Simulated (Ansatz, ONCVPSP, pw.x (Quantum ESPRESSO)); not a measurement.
## Sn (Z = 50): does the ONCV potential hold in the solid?

ONCVPSP 4.0.1.1 (patched build) input, shortened (lines: element, Z, core and valence counts, functional; n l f; lmax; l rc ep ncon nbas qcut; lloc lpopt rc5 dvloc0; l nproj debl; icmod fcfact rcfact), PBEsol, scalar-relativistic:

```
  Sn 50.00    9    2  -116133      upf
    1    0    2.00
    2    0    2.00
    2    1    6.00
    3    0    2.00
    3    1    6.00
    3    2   10.00
    4    0    2.00
    4    1    6.00
    4    2   10.00
    5    0    2.00
    5    1    2.00
    1
    0    2.05    0.00    4    7    3.20
    1    2.10    0.00    4    8    4.30
    4    5    1.70    1.00
    0    3    3.70
    1    1    1.10
    1    0.50    0.00
```

Crystal test: bcc Sn in pw.x 7.5, no spin, 12³ k-points, Fermi–Dirac smearing 0.01 Ry, cutoffs 60/240 Ry. The reference is all-electron LAPW (Ansatz 0.2.0) with the same functional, mesh and smearing; V0 and B0 come from Birch–Murnaghan fits to the pressures at five volumes. Errors are pseudo minus all-electron; Δ is the rms difference of the E(V) curves that follow from these fits, minima aligned, over ±6 % about the mean V0. Mesh and smearing are coarse, so the numbers serve the comparison and aren't converged zero-temperature values; the lattice is a test structure that the element need not adopt.

All-electron: a0 = 3.738 Å (V0 = 26.10 Å³/atom), B0 = 55.2 GPa.

Task: How far does the potential miss the all-electron equation of state?

Result: mean pressure error (GPa): -24.43. The pressure does not cross zero within the volumes sampled, so no fit is given. This is a poor potential for the solid. The pseudo pressure rises with volume over the whole range, a mechanical instability.

```
V (Å³/atom)  P all-electron (GPa)  P pseudo (GPa)
     24.912                  2.89          -26.07
     25.567                  1.21          -25.23
     26.223                 -0.25          -24.43
     26.879                 -1.50          -23.68
     27.534                 -2.59          -22.97
```

Task: At the middle volume, how do free energy and pressure move when the wave cutoff is lowered (ecutrho kept at four times it)?

Result:

```
cutoff (Ry)  shift of F (meV/atom)  shift of P (GPa)
         27                  +21.4             -0.14
         36                  +17.6             -0.11
         48                   +5.1             -0.16
```

The run at the middle volume (72 k-points, 6 iterations) took about 7.3 s on one core of a shared host (Neoverse-V1, 64 threads, 511 GiB, load 35).
